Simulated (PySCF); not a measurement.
**Bonding in `C#CCC=C=O`**

Species: C5H4O.
SMILES with atom numbers: `[CH:1]#[C:2][CH2:3][CH:4]=[C:5]=[O:6]` (hydrogens: H7 on C1; H8, H9 on C3; H10 on C4)

Geometry (PBE0-D3(BJ)/def2-SVP, Å), atoms numbered from 1 in this order:
```xyz
10
C5H4O angstrom
C      2.607    0.075   -0.020
C      1.512   -0.165   -0.476
C      0.185   -0.462   -1.011
C     -0.912   -0.352    0.023
C     -1.835    0.586   -0.002
O     -2.659    1.405   -0.035
H      3.579    0.290    0.382
H      0.189   -1.480   -1.436
H     -0.023    0.212   -1.858
H     -0.933   -1.034    0.877
```

Bond orders from the PBE0/pcSseg-1 density (PySCF). One conformer (not necessarily the lowest) at the PBE0-D3(BJ)/def2-SVP geometry, without solvent, vibrations or thermal averaging.

Q: Where do the orders between heavy atoms depart from those drawn in the SMILES?

A: The largest departure is 0.400, at C1–C2 (drawn triple, 2.600). Drawn double or triple, more than 0.30 short of the drawn order: C1–C2 (2.600).

Q: Give the Mayer order of every bond between heavy atoms, beside its length.

A: 
| bond | drawn as | length (Å) | Mayer order |
| --- | --- | --- | --- |
| C1–C2 | triple | 1.211 | 2.600 |
| C2–C3 | single | 1.461 | 1.018 |
| C3–C4 | single | 1.512 | 1.043 |
| C4–C5 | double | 1.317 | 1.711 |
| C5–O6 | double | 1.162 | 2.154 |

By pair of heavy elements: C–C: lowest C2–C3 (1.018, 1.461 Å), highest C1–C2 (2.600, 1.211 Å); in 1 of the 6 pairs the longer bond (by over 0.003 Å) has the higher order (by 0.02 or more).

Q: And the bonds to hydrogen?

A: C–H: 0.92 to 1.12 (4 bonds).

Q: Sum the orders of all bonds at each heavy atom with more than one neighbour and set the sums beside the valence in the SMILES.

A: C1 3.721 (drawn 4), C2 3.618 (drawn 4), C3 3.908 (drawn 4), C4 3.669 (drawn 4), C5 3.865 (drawn 4). Orders between atoms that aren't bonded are not in these sums.

Mayer orders depend on the basis set.
